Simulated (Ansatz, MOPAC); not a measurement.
System: trans-1,3-butadiene, C4H6, charge 0, multiplicity 1. SMILES: C=CC=C
Geometry: optimised at B3LYP-D3(BJ)/def2-TZVP (Ansatz, a program for electronic structure).

Property: enthalpy of formation at 298 K, in kcal/mol. Terms: valence correlation only; open shells spin-unrestricted; no dispersion term unless named; no spin-orbit coupling; 6-31G* and kin with 6d, 5d where marked; non-relativistic. Ab initio and DFT rows: single points at B3LYP-D3(BJ) geometries (Ansatz), with unscaled harmonic terms from B3LYP/6-31G* at its own minima, enthalpies of formation by atomisation with measured atoms. Semi-empirical rows: MOPAC heats of formation at their own minima for 298 K. The Hartree-Fock reference of C=CC=C is unstable towards a lower, spin-broken solution.

Measured values: G2/97 table in ASE (Curtiss et al.); they hold spin-orbit and core effects, anharmonicity and other conformers. 

Value to compare with, the measured value: 26.3 kcal/mol.

```tsv
level	program	enthalpy of formation at 298 K (kcal/mol)	error
AM1	MOPAC	29.9	3.6
MNDO	MOPAC	28.9	2.6
HF/3-21G	Ansatz	313.8	287.5
BLYP/6-31G*	Ansatz	34.4	8.1
B3LYP/STO-3G	Ansatz	-126.9	-153.2
MP2/6-31G*	Ansatz	97.9	71.6
wB97M-V/def2-TZVPD	Ansatz	28.1	1.8
B2PLYP-D3(BJ)/def2-TZVPD	Ansatz + dftd3	34.8	8.5
```

Among the 6 habitual levels, HF/3-21G lies farthest from the measured value (287.5 kcal/mol); 5 of 6 lie above it, and their mean absolute error is 87.8 kcal/mol, the median 39.8. One case shows no general order.

The levels are drawn from those run, B3LYP/6-31G* more often than the rest, none by its result; runs whose electronic state is in doubt are left out.
